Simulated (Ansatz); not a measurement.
Ansatz (a quantum-chemistry and plane-wave program) input (HF/6-31G*):

Ansatz 0.2 input:
```yaml
crystal:
  periodic: [false, false, false]
  atoms:
    - {symbol: C, position_ang: [-0.02784272, 0.07672693, 0.05477787]}
    - {symbol: C, position_ang: [-0.08889168, 0.83888068, 1.33004228]}
    - {symbol: C, position_ang: [-0.01253030, -0.71527917, 1.30288250]}
    - {symbol: C, position_ang: [0.75721562, 0.00668667, -1.21024639]}
    - {symbol: C, position_ang: [-0.77765176, 0.01327665, -1.22694930]}
    - {symbol: H, position_ang: [0.91531343, 1.23209040, 1.56079430]}
    - {symbol: H, position_ang: [-0.90142096, -1.28826233, 1.58274551]}
    - {symbol: H, position_ang: [0.91258719, -1.26192393, 1.51820960]}
    - {symbol: H, position_ang: [1.25888284, -0.91323288, -1.50845941]}
    - {symbol: H, position_ang: [1.26283121, 0.90616505, -1.55641461]}
    - {symbol: H, position_ang: [-1.27312957, -0.91059355, -1.51956341]}
    - {symbol: H, position_ang: [-1.27685927, 0.91400673, -1.58035391]}
basis:
  gaussian:
    orbitals: 6-31G*
hamiltonian:
  xc: {name: HF}
total_charge: -1
relax: {f_tol: 0.003, max_steps: 120}
```

Output:

```
WARN ansatz: RAYON_NUM_THREADS=1 ignored (pool sized by the plan → 1); use --threads N
Functional definition: HF
integrals: 0.04 GiB planned
1069 factors; integrals over basis functions are off by at most 3.5e-4 eV
mean field: 0.24 GiB planned
mean field evaluation 1: about -5254.9719 eV, gradient 2.9e1 eV
mean field evaluation 2: about -5255.0469 eV, gradient 2.9e1 eV
mean field evaluation 4: about -5257.6679 eV, gradient 4.2e0 eV
mean field evaluation 8: about -5257.7268 eV, gradient 2.5e-1 eV
mean field -5257.72726348 eV, -193.2179131173 hartree, gradient 2.4e-5 eV, S^2 0.000000; 0 other end points of the search recorded, 0 dependent functions left out
the calculation of the forces begins
reference -5257.72726348 eV, -193.2179131173 hartree; 19, 19 occupied and 70, 70 virtual orbitals, 1069 factors
relax step   1: F+E_penalty+E_count = -5257.72726348 eV  Δ(F+E_penalty+E_count) = +0.000e0 eV  max|allowed force component| = 2.700e-1 eV/Å  Δτ_max = 0.0000 Å  (34 SCF iters, accepted)
these checks for a lower state are left out or cut short: starts, cluster_reference, orbital_swaps, neighbouring_geometries, increment
integrals: 0.04 GiB planned
1069 factors; integrals over basis functions are off by at most 3.5e-4 eV
mean field: 0.24 GiB planned
mean field evaluation 16: about -5257.7365 eV, gradient 2.9e-1 eV
mean field -5257.73666043 eV, -193.2182584488 hartree, gradient 1.1e-5 eV, S^2 0.000000; 0 other end points of the search recorded, 0 dependent functions left out
the calculation of the forces begins
reference -5257.73666043 eV, -193.2182584488 hartree; 19, 19 occupied and 70, 70 virtual orbitals, 1069 factors
relax step   2: F+E_penalty+E_count = -5257.73666043 eV  Δ(F+E_penalty+E_count) = -9.397e-3 eV  max|allowed force component| = 2.024e-1 eV/Å  Δτ_max = 0.0153 Å  (32 SCF iters, accepted)
these checks for a lower state are left out or cut short: starts, cluster_reference, orbital_swaps, neighbouring_geometries, increment
integrals: 0.04 GiB planned
1069 factors; integrals over basis functions are off by at most 3.5e-4 eV
mean field: 0.24 GiB planned
mean field -5257.73800541 eV, -193.2183078760 hartree, gradient 2.1e-5 eV, S^2 0.000000; 0 other end points of the search recorded, 0 dependent functions left out
the calculation of the forces begins
reference -5257.73800541 eV, -193.2183078760 hartree; 19, 19 occupied and 70, 70 virtual orbitals, 1069 factors
relax step   3: F+E_penalty+E_count = -5257.73800541 eV  Δ(F+E_penalty+E_count) = -1.345e-3 eV  max|allowed force component| = 4.100e-2 eV/Å  Δτ_max = 0.0084 Å  (26 SCF iters, accepted)
these checks for a lower state are left out or cut short: starts, cluster_reference, orbital_swaps, neighbouring_geometries, increment
integrals: 0.04 GiB planned
1069 factors; integrals over basis functions are off by at most 3.5e-4 eV
mean field: 0.24 GiB planned
mean field evaluation 32: about -5257.7382 eV, gradient 1.5e-5 eV
mean field -5257.73821705 eV, -193.2183156536 hartree, gradient 1.5e-5 eV, S^2 0.000000; 0 other end points of the search recorded, 0 dependent functions left out
the calculation of the forces begins
reference -5257.73821705 eV, -193.2183156536 hartree; 19, 19 occupied and 70, 70 virtual orbitals, 1069 factors
relax step   4: F+E_penalty+E_count = -5257.73821705 eV  Δ(F+E_penalty+E_count) = -2.116e-4 eV  max|allowed force component| = 2.363e-2 eV/Å  Δτ_max = 0.0037 Å  (24 SCF iters, accepted)
these checks for a lower state are left out or cut short: starts, cluster_reference, orbital_swaps, neighbouring_geometries, increment
integrals: 0.04 GiB planned
1069 factors; integrals over basis functions are off by at most 3.5e-4 eV
mean field: 0.24 GiB planned
mean field -5257.73815905 eV, -193.2183135222 hartree, gradient 8.8e-6 eV, S^2 0.000000; 0 other end points of the search recorded, 0 dependent functions left out
the calculation of the forces begins
reference -5257.73815905 eV, -193.2183135222 hartree; 19, 19 occupied and 70, 70 virtual orbitals, 1069 factors
relax step   5: F+E_penalty+E_count = -5257.73815905 eV  Δ(F+E_penalty+E_count) = +5.800e-5 eV  max|allowed force component| = 1.908e-2 eV/Å  Δτ_max = 0.0101 Å  (26 SCF iters, rejected (line search))
these checks for a lower state are left out or cut short: starts, cluster_reference, orbital_swaps, neighbouring_geometries, increment
integrals: 0.04 GiB planned
1069 factors; integrals over basis functions are off by at most 3.5e-4 eV
mean field: 0.24 GiB planned
mean field -5257.73829087 eV, -193.2183183665 hartree, gradient 2.3e-5 eV, S^2 0.000000; 0 other end points of the search recorded, 0 dependent functions left out
the calculation of the forces begins
reference -5257.73829087 eV, -193.2183183665 hartree; 19, 19 occupied and 70, 70 virtual orbitals, 1069 factors
relax step   6: F+E_penalty+E_count = -5257.73829087 eV  Δ(F+E_penalty+E_count) = -7.382e-5 eV  max|allowed force component| = 6.261e-3 eV/Å  Δτ_max = 0.0049 Å  (25 SCF iters, accepted)
these checks for a lower state are left out or cut short: starts, cluster_reference, orbital_swaps, neighbouring_geometries, increment
integrals: 0.04 GiB planned
1069 factors; integrals over basis functions are off by at most 3.5e-4 eV
mean field: 0.24 GiB planned
mean field -5257.73829573 eV, -193.2183185450 hartree, gradient 5.9e-5 eV, S^2 0.000000; 0 other end points of the search recorded, 0 dependent functions left out
the calculation of the forces begins
reference -5257.73829573 eV, -193.2183185450 hartree; 19, 19 occupied and 70, 70 virtual orbitals, 1069 factors
relax step   7: F+E_penalty+E_count = -5257.73829573 eV  Δ(F+E_penalty+E_count) = -4.857e-6 eV  max|allowed force component| = 3.248e-3 eV/Å  Δτ_max = 0.0009 Å  (22 SCF iters, accepted)
these checks for a lower state are left out or cut short: starts, cluster_reference, orbital_swaps, neighbouring_geometries, increment
integrals: 0.04 GiB planned
1069 factors; integrals over basis functions are off by at most 3.5e-4 eV
mean field: 0.24 GiB planned
mean field -5257.73829654 eV, -193.2183185748 hartree, gradient 3.1e-5 eV, S^2 0.000000; 0 other end points of the search recorded, 0 dependent functions left out
the calculation of the forces begins
reference -5257.73829654 eV, -193.2183185748 hartree; 19, 19 occupied and 70, 70 virtual orbitals, 1069 factors
relax step   8: F+E_penalty+E_count = -5257.73829654 eV  Δ(F+E_penalty+E_count) = -8.105e-7 eV  max|allowed force component| = 1.487e-3 eV/Å  Δτ_max = 0.0005 Å  (20 SCF iters, accepted)
integrals: 0.04 GiB planned
1069 factors; integrals over basis functions are off by at most 3.5e-4 eV
mean field: 0.24 GiB planned
mean field evaluation 64: about -5257.7383 eV, gradient 7.8e-5 eV
mean field -5257.73829654 eV, -193.2183185748 hartree, gradient 3.1e-5 eV, S^2 0.000000; 1 other end points of the search recorded, 0 dependent functions left out
the calculation of the forces begins
reference -5257.73829654 eV, -193.2183185748 hartree; 19, 19 occupied and 70, 70 virtual orbitals, 1069 factors
Total energy: -5257.73829654 eV, -193.2183185748 hartree
Atom 0 at    -0.029242     0.093094     0.056504 Å, force    -0.000979    -0.000266    -0.000787 eV/Å
Atom 1 at    -0.095750     0.838204     1.348717 Å, force     0.000785     0.001487     0.000160 eV/Å
Atom 2 at    -0.007877    -0.706578     1.300238 Å, force    -0.000026    -0.001105    -0.000267 eV/Å
Atom 3 at     0.751373     0.007694    -1.203714 Å, force    -0.000158     0.000185     0.000416 eV/Å
Atom 4 at    -0.775158     0.016126    -1.222439 Å, force     0.000003    -0.000299    -0.000107 eV/Å
Atom 5 at     0.911883     1.222088     1.569754 Å, force    -0.000186     0.000097     0.000812 eV/Å
Atom 6 at    -0.885995    -1.291995     1.566293 Å, force     0.000519     0.000055     0.000224 eV/Å
Atom 7 at     0.910665    -1.257648     1.498658 Å, force    -0.000186    -0.000148     0.000207 eV/Å
Atom 8 at     1.246752    -0.912755    -1.488547 Å, force     0.000262     0.000128    -0.000264 eV/Å
Atom 9 at     1.259407     0.890208    -1.570631 Å, force     0.000341    -0.000241    -0.000099 eV/Å
Atom 10 at    -1.268997    -0.903237    -1.510919 Å, force    -0.000123     0.000160    -0.000091 eV/Å
Atom 11 at    -1.268556     0.903341    -1.596449 Å, force    -0.000251    -0.000054    -0.000204 eV/Å
Dipole moment:     0.257190    -0.537315    -0.910483 e Å
```

The dipole moment of an ion depends on the origin.
